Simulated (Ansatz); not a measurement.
Compare A (`CC(N)S`) with its isomer B (`CNCS`).

Computed with Ansatz on PBE0-D4/def2-TZVP structures; ΔE is electronic, products minus reactants. CCSD(T)/CBS adds triple-zeta CCSD(T) − MP2 to the extrapolated MP2 energy (def2 sets, frozen cores). DFT in def2-TZVPP. One conformer a species, not always the lowest.

A:

Z-matrix (Å, degrees):
```
C
C 1 1.518
H 1 1.093 2 111.9
H 1 1.093 2 110.5 3 120.8
H 1 1.095 2 109.6 3 -119.6
N 2 1.445 1 115.5 3 177.7
S 2 1.830 1 111.9 3 -62.6
H 2 1.093 1 109.6 3 56.6
H 6 1.012 2 110.6 1 -68.6
H 6 1.014 2 110.5 1 51.4
H 7 1.342 2 96.9 1 35.3
```

B:

Z-matrix (Å, degrees):
```
C
N 1 1.446
H 1 1.091 2 109.5
H 1 1.103 2 114.1 3 -121.5
H 1 1.093 2 109.5 3 117.8
C 2 1.436 1 113.1 3 177.7
H 2 1.012 1 111.3 3 53.7
S 6 1.819 2 108.1 1 175.4
H 6 1.101 2 114.7 1 -63.8
H 6 1.093 2 108.4 1 56.7
H 8 1.341 6 96.6 2 144.8
```

Task: Which is lower in electronic energy at CCSD(T)/CBS, and by how much? (An estimate is asked.)

Result: Computed: A, by 9.8 kcal/mol.

Task: Give E(B) − E(A) in kcal/mol with r2SCAN-D4, HF/def2-TZVPP, PBE-D4, CCSD(T)/def2-TZVPP, MP2/def2-TZVPP, BLYP-D4, B2PLYP. (An estimate is asked.)

Result: Ansatz gave: r2SCAN-D4 9.3, HF/def2-TZVPP 7.5, PBE-D4 8.7, CCSD(T)/def2-TZVPP 9.5, MP2/def2-TZVPP 10.2, BLYP-D4 8.4, B2PLYP 8.7. None reverses the order clearly.

Task: Does the order hold for the free energy at 298.15 K (harmonic terms from PBE0-D4)? (Estimate.)

Result: The calculation gave: Yes: G(B) − G(A) = +9.2 kcal/mol, for one conformer each.

Largest T1 diagnostic: 0.010.

Leaving LDA and LC-ωPBE aside and taking each functional with its dispersion term where it has one, the values, not all of them listed here, spread over 1.1 kcal/mol, from BLYP-D4 to B97M-V. LDA lies +1.0 kcal/mol from PBE without D4. In def2-TZVPP, CCSD(T) changes the Hartree–Fock value by +2.0 kcal/mol (the triples alone add +0.3 kcal/mol) and MP2 by +2.7 kcal/mol.
